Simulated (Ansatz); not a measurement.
## Two structures, one formula

Two relaxed structures of CHOS, doublet (PBE0-D4/def2-TZVP; forces vanish, vibrations not checked).

A:

| atom | x (Å) | y (Å) | z (Å) |
| --- | --- | --- | --- |
| O1 | -0.8830 | 0.4460 | 0.8522 |
| C2 | -0.1175 | 0.1184 | -0.0069 |
| S3 | 1.0851 | -1.1455 | 0.1681 |
| H4 | -0.0846 | 0.5811 | -1.0135 |

B:

O1  (-1.024, 0.674, 0.728)
C2  (-0.111, 0.064, 0.044)
S3  (0.961, -1.071, 0.299)
H4  (-1.061, 0.348, 1.647)
(Å)

Computed with Ansatz 0.2.0 (basis: def2-TZVPP); correlated methods freeze the cores; orbitals are unrestricted. B3LYP uses VWN-RPA correlation.

Q: Which structure is lower at CCSD(T), and by how much? (An estimate is asked for; the value comes from the calculation.)

A: The calculation gives: A, by 0.533 eV (electronic energy, against the other). By their contacts, A is CHOS ([O][CH][S]) and B is CHOS ([OH][C][S]).

All methods give the same order:

```csv
method,E(B) − E(A) (eV)
PBE-D4,0.454
r2SCAN-D4,0.454
PBE0-D4,0.480
B3LYP-D4,0.526
wB97M-V,0.496
HF,0.770
MP2,0.555
CCSD,0.594
CCSD(T),0.533
```

The T1 diagnostic stays at or below 0.029. ⟨S²⟩ of the unrestricted Hartree–Fock references: 0.76 to 0.80 (a pure state has 0.75).

Labels in which every atom is bracketed show which atoms are joined, not bond orders.

For scale, one of the runs: CCSD(T)/def2-TZVPP, 118 basis functions, launched by `ansatz run in.yaml --threads 2 --pin off --events-out ev --progress --plain --max-ram 4352MiB`. The run took 35 s on 2 CPU threads of an Arm Neoverse V1 (shared host), with 1 GiB of host memory at its peak.
